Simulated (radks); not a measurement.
# O⁴⁺ in [He] 3s2: an all-electron calculation

One table from this session's results is given with a row withheld; the runs are named, their logs left out.

The numbers are computed with radks (a radial shooting solver on a logarithmic mesh, Libxc functionals) version 1 (Dirac Kohn-Sham, RPBE, spin-unpolarised, spherical densities, finite nucleus), except any that are marked as measured or tabulated.

## What is computed

```
element            : oxygen (Z = 8)
charge             : +4
electrons          : 4
configuration      : [He] 3s2
nuclear rms radius : 2.6991 fm
```

Outer shells as boxes (Hund's rule):

O⁴⁺
```
[He] core
3s [↑↓]
```

The first run:

The run's settings:

```text
Z 8
configuration [He] 3s2 2s0 2p0 3d0 4f0
relativity Dirac
functional rpbe,pbe
spin unpolarised
j_filling energy
nucleus finite rms 2.6991 fm
c 137.035999084
```

The run is started by

```bash
$ python run_ks.py task.json out
```

All runs below come from this command, one after another.

One table of the session follows, with a row left open; its other results are not shown here.

It belongs to the step «Shells». From the orbitals of this run (lengths in bohr):

| level | <r> | outermost maximum (interpolated) | 90 % within | nodes |
| --- | --- | --- | --- | --- |
| 1s1/2 | 0.1975 | 0.129 | 0.353 | 0 |
| 2s1/2 | 0.8810 | 0.748 | 1.36 | 1 |
| 2p1/2 | ? | ? | ? | ? |
| 2p3/2 | 0.7817 | 0.610 | 1.27 | 0 |
| 3s1/2 | 2.140 | 2.04 | 3.09 | 2 |
| 3d3/2 | 1.884 | 1.64 | 2.84 | 0 |
| 3d5/2 | 1.884 | 1.64 | 2.84 | 0 |
| 4f5/2 | 3.362 | 2.93 | 4.90 | 0 |
| 4f7/2 | 3.363 | 2.93 | 4.90 | 0 |

Q: Estimate the row for 2p1/2 from the others.

The run gave: <r>: 0.7809; outermost maximum (interpolated): 0.610; 90 % within: 1.27; nodes: 0. In the column «<r>» it lies between 1s1/2 (0.1975) and 2p3/2 (0.7817).
